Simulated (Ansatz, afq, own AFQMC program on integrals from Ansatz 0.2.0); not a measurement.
Two steps: Ansatz 0.2.0 writes the Fock matrix and Cholesky factors of the valence space, and afq projects on them the lowest state that overlaps trial and start.

```yaml
crystal:
  periodic: [false, false, false]
  atoms:
    - {symbol: O, position_ang: [0.000000, 0.000000, 0.597913]}
    - {symbol: C, position_ang: [0.000000, 0.000000, -0.597504]}
    - {symbol: H, position_ang: [0.000000, -0.940035, -1.185490]}
    - {symbol: H, position_ang: [0.000000, 0.940035, -1.185490]}
basis:
  gaussian: {orbitals: cc-pVDZ}
magnetization: {spin_polarized: false}
correlation: {method: ccsd_t, electrons: outside_noble_gas, hamiltonian_folder: ham}
```

```sh
$ ansatz run in.yaml --threads 1 --pin off --events-out ev --progress --plain --max-ram 1382MiB
```

afq runs on the folder ham with

```
--method free --trial cisd --walkers 60 --time-step 0.03 --max-blocks 80 --target-error 0.00042 --factor-cut 1e-05 --seed 7292 --times 0,0.21,0.42,0.81,1.2,1.8,2.4,3 --taylor-order 8
```

Times are imaginary, in 1/Eh. The walk had a cap of 513 s.

Output of the walk:

```
orbitals 36  electrons 6 6  factors 279 of 344
reference energy -113.87680435 Eh
CCSD correlation -0.33158799 Eh in 10 cycles, weight of the determinant in the CISD state 0.8924
repeat  energy at the last time / Eh  error
    10  -114.218158  0.002673
    20  -114.219346  0.001877
    30  -114.219919  0.001320
    40  -114.219127  0.001914
    50  -114.219225  0.001550
    60  -114.219506  0.001354
    70  -114.220257  0.001357
    80  -114.219912  0.001187
time / (1/Eh)  energy / Eh  error  mean overlap
  0.00  -114.208866  0.000629  1.1210
  0.21  -114.215189  0.000539  1.1171
  0.42  -114.218036  0.000514  1.1025
  0.81  -114.219104  0.000521  1.1025
  1.20  -114.219840  0.000577  1.1080
  1.80  -114.219439  0.000600  1.1045
  2.40  -114.218992  0.000808  1.1418
  3.00  -114.219912  0.001187  1.1433
energy -114.219912 +/- 0.001187 Eh
```

The run passed its tests (error under three times the target), which doesn't prove that it has relaxed.

Against this walk (error 32.3 meV) on the same determinant: CCSD(T) 47.8 meV higher (within the noise), CCSDT(Q) 7.7 meV higher (within the noise). The error is statistical, and a free projection of finite length keeps a remainder of its start.

Cautions: remainder of the start not in the error; error above the target (32.3 against 11.4 meV).

The walk took 110 s on 1 thread of Arm Neoverse V1 (shared host). The log's last line is the free-projection energy.

CCSDT and higher add their correlation energy to the determinant of the CCSD(T) run, since their own runs factorise the integrals more tightly (a shift of under 2 meV). A walk keeps the symmetry of its determinant, which the program's search chose and which needn't be the lowest solution, so a lower state of the same spin and another symmetry isn't excluded.
